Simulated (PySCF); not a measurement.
A GIAO shielding run with PySCF 2.14 (density fitting, non-relativistic, gas phase) on SMILES ClS(CC)(=O)=O, C₂H₅ClO₂S:

```
$ OMP_NUM_THREADS=1 python probes_run.py task.json out

{"job": {"kind": "nmr", "xc": "PBE0", "basis": "pcSseg-0", "pop": true}, "charge": 0, "multiplicity": 1}
C     -1.748217     4.910877     1.210361
C     -0.659244     4.466296     2.156101
S      0.987134     4.639430     1.471230
O      1.002031     4.147837     0.110430
O      1.958499     4.206750     2.450377
Cl     1.111400     6.738946     1.367846
H     -2.729067     4.721038     1.669268
H     -1.689952     4.357945     0.262899
H     -1.667986     5.985657     0.995697
H     -0.695803     3.387346     2.381766
H     -0.629356     5.017423     3.106912
```

Hardware: 1 thread of an Intel Xeon 6975P-C, shared host. The job also computes population analyses, field gradients.

(1) How large is the calculation?

(2) How long does it take, and how much memory does it need?

(3) And these other runs on the same molecule and hardware: GIAO shielding at PBE0/IGLO-III; GIAO shielding at PBE0/aug-cc-pVDZ; GIAO shielding at PBE0/cc-pVDZ; GIAO shielding at PBE0/cc-pVTZ?

## Answers

(1) 66 electrons, 72 basis functions and 694 auxiliary functions.

(2) 4.2 s of wall time, with 15 SCF cycles and 5 response iterations; peak memory 0.46 GiB. Times on a shared host scatter by some tens of per cent.

(3) PBE0/IGLO-III: 278 functions, 26 s; PBE0/aug-cc-pVDZ: 191 functions, 14 s; PBE0/cc-pVDZ: 117 functions, 7.8 s; PBE0/cc-pVTZ: 258 functions, 24 s.
